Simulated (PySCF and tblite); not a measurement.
**C₄H₇N, numbered as in [C-:1]#[N+:2][CH2:3][CH2:4][CH3:5]: conformational analysis**

Conformers came from 60 starts (ETKDG and KDG, MMFF94s, GFN2-xTB); geometries are PBE0-D3(BJ)/def2-SVP. Energies: PBE0-D3(BJ)/pcSseg-1 (IEF-PCM, chloroform), with GFN2-xTB thermal terms (modes under about 100 cm⁻¹ blended into free rotors). Symmetry numbers and mirror images are counted. Conformers within 3 kcal/mol (GFN2-xTB free energy) were kept, 3 at most. GIAO shieldings: PBE0/pcSseg-1 (IEF-PCM, chloroform). Couplings: B3LYP/6-31G* with pcJ-1 on H (gas phase; spin-dipole term only for pairs with B, N, F, Si or P). TDDFT excitations: CAM-B3LYP/def2-SVPD (IEF-PCM, chloroform). Couplings are for ¹H; a prime marks the second kind of pair between the same two sets of atoms. H–H couplings come out 0.1 to 0.9 Hz lower than with pcJ-1 on all atoms. Shifts are against TMS (¹H), TMS (¹³C), NH3 (¹⁵N) at the same level. Run with PySCF (density fitting) and tblite.

Torsions listed: N2–C3–C4–C5. Of a mirror pair one member is shown.

```tsv
conformer	shape	symmetry	E(GFN2, own minimum) kcal/mol	E(DFT) kcal/mol	G(298.15 K) kcal/mol	weight %	dipole D
1	-61°	C1 (pair)	0.03	0.00	0.00	79.4	4.57
2	180°	Cs	0.00	0.43	0.80	20.6	4.68
```

Weights (%) against temperature:

```csv
T (K),1,2,S(mix) cal/mol/K
200,84.2,15.8,2.03
250,81.4,18.6,2.08
298.15,79.4,20.6,2.10
350,77.7,22.3,2.12
400,76.5,23.5,2.14
```

Averaged shifts at 298.15 K. ¹H: 3.41 (H3, 2H), 1.59 (H4, 2H), 1.12 (H5, 3H) ppm. ¹³C: 176.1 (C1), 43.4 (C3), 26.6 (C4), 12.7 (C5) ppm. ¹⁵N: 203.6 (N2) ppm.

Averaged couplings (Hz): ²J(H3,H3) -17.2, ³J(H3,H4) 5.7, ³J(H3,H4′) 7.9, ²J(H4,H4) -15.4, ³J(H4,H5) 7.9, ²J(H5,H5) -14.7.

Coordinates of conformer 1 (Å):

```xyz
12

C     2.443   -1.284   -0.431
N     1.753   -0.340   -0.338
C     0.887    0.772   -0.217
C    -0.378    0.443    0.571
C    -1.227   -0.643   -0.067
H     0.628    1.115   -1.233
H     1.442    1.591    0.269
H    -0.954    1.378    0.664
H    -0.088    0.150    1.593
H    -1.564   -0.349   -1.074
H    -0.664   -1.583   -0.163
H    -2.122   -0.849    0.538
```

Coordinates of conformer 2 (Å):

```xyz
12

C     3.445   -0.174    1.147
N     2.372    0.139    0.793
C     1.066    0.478    0.373
C     0.112   -0.711    0.428
C    -1.288   -0.337   -0.027
H     1.123    0.876   -0.654
H     0.696    1.297    1.011
H     0.094   -1.099    1.459
H     0.520   -1.518   -0.201
H    -1.723    0.452    0.607
H    -1.292    0.031   -1.065
H    -1.962   -1.205    0.018
```

Unscaled ¹⁵N shifts at such levels can be off by tens of ppm; differences between conformers or isomers are more reliable. Shifts are unscaled: against experiment ¹³C can be off by 15 ppm or more and ¹H by 0.8 ppm.

Search and properties took 80 s on 1 thread of Intel Xeon Platinum 8375C @ 2.90GHz (shared host) (rough), launched as `OMP_NUM_THREADS=1 python ens_run.py task.json out`.


¹⁵N shifts are against a computed isolated NH3 molecule, about 20 ppm from the liquid.